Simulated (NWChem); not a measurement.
System: CH₃ cation

The following NWChem deck was run.

```
start job
memory heap 200 mb stack 900 mb global 1100 mb
charge 1
geometry units angstroms noautosym nocenter noautoz
  C      0.000000     0.000000     0.000000
  H      0.780694     0.780694     0.000000
  H      0.285754    -1.066448     0.000000
  H     -1.066448     0.285754     0.000000
end
basis spherical
  * library def2-svp
end
dft
  xc pbe0
  iterations 150
end
cosmo
  do_cosmo_smd true
  solvent cychexon
end
task dft energy
```

NWChem printed, in part:

```
             Northwest Computational Chemistry Package (NWChem) 7.3.0
             --------------------------------------------------------

                             Geometry "geometry" -> ""
                             -------------------------

 Output coordinates in angstroms (scale by  1.889725989 to convert to a.u.)

  No.       Tag          Charge          X              Y              Z
 ---- ---------------- ---------- -------------- -------------- --------------
    1 C                    6.0000     0.00000000     0.00000000     0.00000000
    2 H                    1.0000     0.78069400     0.78069400     0.00000000
    3 H                    1.0000     0.28575400    -1.06644800     0.00000000
    4 H                    1.0000    -1.06644800     0.28575400     0.00000000

 Effective nuclear repulsion energy (a.u.)       9.4575249859

                                 NWChem DFT Module
                                 -----------------

 Summary of "ao basis" -> "ao basis" (spherical)
 ------------------------------------------------------------------------------
       Tag                 Description            Shells   Functions and Types
 ---------------- ------------------------------  ------  ---------------------
 C                          def2-svp                 6       14   3s2p1d
 H                          def2-svp                 3        5   2s1p

 in cosmo_initialize ...
 calling solv_data for solv:cychexon

 solvent parameters
 solvname_short: cychexon
 solvname_long:  cyclohexanone
 dielec:       15.6190
 dielecinf:     2.1045
 nonaqueous SMD model solvent descriptors
 dielec:       15.6190
 sola:          0.0000
 solb:          0.5600
 solc:          0.0000
 solg:         49.7600
 solh:          0.0000
 soln:          1.4507

          ---------------
          -cosmo- solvent
          ---------------
 Cosmo: York-Karplus, doi: 10.1021/jp992097l
 dielectric constant -eps-     =  15.62
 screen = (eps-1)/(eps    )    =   0.93598
 surface charge correction     = lagrangian

   van der Waals surface
 --------------------------

 ---------- ATOMIC COORDINATES (A.U.) ------------ VDWR(ANG.) --
     1    0.00000000    0.00000000    0.00000000     1.850
     2    1.47529774    1.47529774    0.00000000     1.200
     3    0.53999676   -2.01529450    0.00000000     1.200
     4   -2.01529450    0.53999676    0.00000000     1.200
 number of segments per atom =        128
 number of   points per atom =        128
 atom (   nspa,  nppa )
 ----------------------
    1 (     94,     0 )       0
    2 (     56,     0 )       0
    3 (     52,     0 )       0
    4 (     52,     0 )       0
 number of -cosmo- surface points =      254
 molecular surface =     47.424 angstrom**2
 molecular volume  =     30.118 angstrom**3
 -lineq- algorithm             =   0
 -bem- low  level              =   3
 -bem- from -octahedral-
 gaussian surface charge width =   4.50000
 degree of switching           =   1.00000
 switching function tolerance  =   0.00010
 atomic radii =
 --------------
    1  6.000  1.850
    2  1.000  1.200
    3  1.000  1.200
    4  1.000  1.200
 ...... end of -cosmo- initialization ......

 nat:                     4
 ixmem:                  1008
 calling mnsol_interface()
 G(SMD-CDS) energy (kcal/mol)  =     2.571
 SMD-CDS SASA (angstrom**2)    =    66.943

            General Information
            -------------------
          SCF calculation type: DFT
          Wavefunction type:  closed shell.
          No. of atoms     :     4
          No. of electrons :     8
           Alpha electrons :     4
            Beta electrons :     4
          Charge           :     1
          Spin multiplicity:     1
          Use of symmetry is: off; symmetry adaption is: off
          Maximum number of iterations: 150
          AO basis - number of functions:    29
                     number of shells:    15
          Convergence on energy requested:  1.00D-06
          Convergence on density requested:  1.00D-05
          Convergence on gradient requested:  5.00D-04

              XC Information
              --------------
                         PBE0 Method XC Functional
                     Hartree-Fock (Exact) Exchange  0.250
          PerdewBurkeErnzerhof Exchange Functional  0.750
            Perdew 1991 LDA Correlation Functional  1.000 local
           PerdewBurkeErnz. Correlation Functional  1.000 non-local

[...]

                                COSMO-SMD solvation results
                                ---------------------------

             internal energy in gas <Psi(g)|H|Psi(g)> =       -39.388197164834
         internal energy in solvent <Psi(s)|H|Psi(s)> =       -39.388120615788
                               delta internal energy  =         0.000076549046 (    0.05 kcal/mol)
   total free energy in solvent <Psi(s)|H+V/2|Psi(s)> =       -39.516727580139
 polarization energy contribution <Psi(s)|V/2|Psi(s)> =        -0.128606964351 (  -80.70 kcal/mol)
    total free energy in solvent including G(SMD-CDS) =       -39.512629907768
                       G(SMD-CDS) energy contribution =         0.004097672371 (    2.57 kcal/mol)
     1 M fixed-concentration free energy of solvation =        -0.124432742933 (  -78.08 kcal/mol)

                       DFT Final Molecular Orbital Analysis
                       ------------------------------------

 Vector    2  Occ=2.000000D+00  E=-7.999622D-01
              MO Center= -3.2D-04, -3.2D-04,  1.1D-11, r^2= 9.1D-01
   Bfn.  Coefficient  Atom+Function         Bfn.  Coefficient  Atom+Function
  ----- ------------  ---------------      ----- ------------  ---------------
     2      0.580022  1 C  s                  1     -0.271748  1 C  s
     3      0.186808  1 C  s                 15      0.186228  2 H  s
    20      0.186297  3 H  s                 25      0.186297  4 H  s

 Vector    3  Occ=2.000000D+00  E=-5.406809D-01
              MO Center=  1.7D-01,  1.7D-01,  4.2D-12, r^2= 1.1D+00
   Bfn.  Coefficient  Atom+Function         Bfn.  Coefficient  Atom+Function
  ----- ------------  ---------------      ----- ------------  ---------------
    15      0.365066  2 H  s                  4      0.358668  1 C  px
     5      0.358668  1 C  py                20     -0.182383  3 H  s
    25     -0.182383  4 H  s                  7      0.127973  1 C  px
     8      0.127973  1 C  py                16      0.058618  2 H  s
    21     -0.029335  3 H  s                 26     -0.029335  4 H  s

 Vector    4  Occ=2.000000D+00  E=-5.406043D-01
              MO Center= -1.7D-01, -1.7D-01, -1.5D-11, r^2= 1.1D+00
   Bfn.  Coefficient  Atom+Function         Bfn.  Coefficient  Atom+Function
  ----- ------------  ---------------      ----- ------------  ---------------
     4      0.358705  1 C  px                 5     -0.358705  1 C  py
    20      0.316240  3 H  s                 25     -0.316240  4 H  s
     7      0.127574  1 C  px                 8     -0.127574  1 C  py
    21      0.051086  3 H  s                 26     -0.051086  4 H  s

 Vector    5  Occ=0.000000D+00  E=-2.225583D-01
              MO Center= -2.3D-05, -2.3D-05, -1.0D-12, r^2= 1.1D+00
   Bfn.  Coefficient  Atom+Function         Bfn.  Coefficient  Atom+Function
  ----- ------------  ---------------      ----- ------------  ---------------
     6      0.642966  1 C  pz                 9      0.474620  1 C  pz

 Vector    6  Occ=0.000000D+00  E= 5.799186D-02
              MO Center= -2.0D-04, -2.0D-04,  2.7D-12, r^2= 4.0D+00
   Bfn.  Coefficient  Atom+Function         Bfn.  Coefficient  Atom+Function
  ----- ------------  ---------------      ----- ------------  ---------------
     3      2.053425  1 C  s                 16     -1.059954  2 H  s
    21     -1.059232  3 H  s                 26     -1.059232  4 H  s
     2      0.435253  1 C  s                  1     -0.172676  1 C  s
    15     -0.134477  2 H  s                 20     -0.133832  3 H  s
    25     -0.133832  4 H  s

 Vector    7  Occ=0.000000D+00  E= 1.125300D-01
              MO Center= -4.9D-01, -4.9D-01, -1.9D-11, r^2= 3.5D+00
   Bfn.  Coefficient  Atom+Function         Bfn.  Coefficient  Atom+Function
  ----- ------------  ---------------      ----- ------------  ---------------
    21      1.515718  3 H  s                 26     -1.515718  4 H  s
     7     -0.810734  1 C  px                 8      0.810734  1 C  py
     4     -0.302849  1 C  px                 5      0.302849  1 C  py
    20      0.179719  3 H  s                 25     -0.179719  4 H  s
    14     -0.032996  1 C  d  2

     Multipole analysis of the density
     ---------------------------------

     L   x y z        total         alpha         beta         nuclear
     -   - - -        -----         -----         ----         -------
     0   0 0 0      1.000000     -4.000000     -4.000000      9.000000

     1   1 0 0      0.000862      0.000431      0.000431     -0.000000
     1   0 1 0      0.000862      0.000431      0.000431     -0.000000
     1   0 0 1     -0.000000     -0.000000     -0.000000      0.000000

     2   2 0 0     -3.011238     -4.770375     -4.770375      6.529512
     2   1 1 0     -0.001096     -0.000547     -0.000547     -0.000002
     2   1 0 1      0.000000      0.000000      0.000000      0.000000
     2   0 2 0     -3.011238     -4.770375     -4.770375      6.529512
     2   0 1 1      0.000000      0.000000      0.000000      0.000000
     2   0 0 2     -3.727349     -1.863675     -1.863675      0.000000
```

Level: PBE0/def2-SVP, SMD on the gas-phase geometry. Geometry: optimised at PBE0/def2-SVP. Solvent: cyclohexanone.
